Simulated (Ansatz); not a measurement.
How methods differ on SiH3 (silyl radical)

SiH3 has 4 atoms, charge 0, and is taken as a doublet. SMILES: `[SiH3]`. Geometry: relaxed at GFN2-xTB.

```xyz
4

Si    0.2066   -0.0189   -0.1151
H     0.5871    0.6618    1.1056
H    -0.1950   -1.4016    0.0434
H    -0.5987    0.7587   -1.0339
```

Quantity: the energy change with the Si1–H2 bond stretched from 1.449 to 2.897 Å, in eV. The values are calculated.

```json
{"level": "USVWN5/6-31G* (spherical functions)", "kind": "LDA", "program": "Ansatz", "value (eV)": "3.34", "less FCI/6-31G*": "+0.33", "CPU time (all runs)": "1.5 s"}
{"level": "UPBE/6-31G* (spherical functions)", "kind": "GGA", "program": "Ansatz", "value (eV)": "3.23", "less FCI/6-31G*": "+0.22", "CPU time (all runs)": "3.4 s"}
{"level": "UBHLYP/6-31G* (spherical functions)", "kind": "global hybrid", "program": "Ansatz", "value (eV)": "3.31", "less FCI/6-31G*": "+0.30", "CPU time (all runs)": "4.1 s"}
{"level": "U-wB97X/6-31G* (spherical functions)", "kind": "range-separated hybrid", "program": "Ansatz", "value (eV)": "3.43", "less FCI/6-31G*": "+0.42", "CPU time (all runs)": "20 s"}
{"level": "RPA@PBE/6-31G* (spherical functions)", "kind": "RPA", "program": "Ansatz", "value (eV)": "3.15", "less FCI/6-31G*": "+0.14", "CPU time (all runs)": "4.2 s"}
{"level": "UMP2/6-31G* (spherical functions)", "kind": "perturbation theory", "program": "Ansatz", "value (eV)": "3.20", "less FCI/6-31G*": "+0.19", "CPU time (all runs)": "0.32 s"}
{"level": "UCCSD(T)/6-31G* (spherical functions)", "kind": "coupled cluster or CI", "program": "Ansatz", "value (eV)": "3.08", "less FCI/6-31G*": "+0.07", "CPU time (all runs)": "0.59 s"}
{"level": "FCI/3-21G", "kind": "exact in the basis", "program": "Ansatz", "value (eV)": "2.79", "less FCI/6-31G*": "-0.22", "CPU time (all runs)": "3.5 s"}
{"level": "FCI/6-31G* (spherical functions)", "kind": "exact in the basis", "program": "Ansatz", "value (eV)": "3.01", "less FCI/6-31G*": "0.00", "CPU time (all runs)": "51 s"}
```

FCI/6-31G* (spherical functions) is exact within its basis and frozen core, so for wave-function methods in that basis the difference is their error; functionals converge differently with the basis, so for them it is only a difference. The first shape isn't each level's own minimum. The values span 2.79 to 3.43 eV. Spin contamination of the reference (⟨S²⟩ at least 0.1 too high) touches USVWN5/6-31G*, UPBE/6-31G*, UBHLYP/6-31G*, U-wB97X/6-31G*, RPA@PBE/6-31G*, UMP2/6-31G*, UCCSD(T)/6-31G*. High-level rows in very small sets aren't better than simpler rows in larger ones. Times are those of the runs behind each value, whatever else they computed, on shared processors of several kinds: orders of magnitude only.
